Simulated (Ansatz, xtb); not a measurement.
# Ranking isomers of CH3FN+

3 gas-phase structures of CH3FN+, found in a search over its isomers (lower ones may exist). Each was relaxed with GFN2-xTB:

A. `[NH3+][C]F`, a singlet
B. the triplet with the links of `[NH3+][C]F`
C. `[NH2+]=CF`, a singlet

Q: Which do you expect lowest at r2SCAN-D4/def2-SVP, and how would the others follow?

A: Calculated order at r2SCAN-D4/def2-SVP: C (0.000), A (3.184), B (3.868) eV.

Energies above the lowest of each column, in eV; the last columns are at B3LYP-D3(BJ)/6-311G** geometries (a dash: not run or not comparable):

| structure | GFN2-xTB | HF/STO-3G | r2SCAN-D4/def2-SVP | B3LYP-D3(BJ)/6-311G** | CCSD(T)/def2-TZVPP |
| --- | --- | --- | --- | --- | --- |
| C | 0.000 | 0.000 | 0.000 | 0.000 | 0.000 |
| A | 2.870 | 2.036 | 3.184 | 2.854 | 2.750 |
| B | – | 2.121 | 3.868 | 4.148 | 4.159 |

Every level run on C puts it lowest or level with the lowest. Some further structures that were screened fall inside this span and aren't listed. GFN2-xTB has no spin polarisation and isn't compared across spin states. Open shells are spin-unrestricted.

Programs: Ansatz 0.2.0, xtb 6.7.1 (Pople sets with spherical d functions).
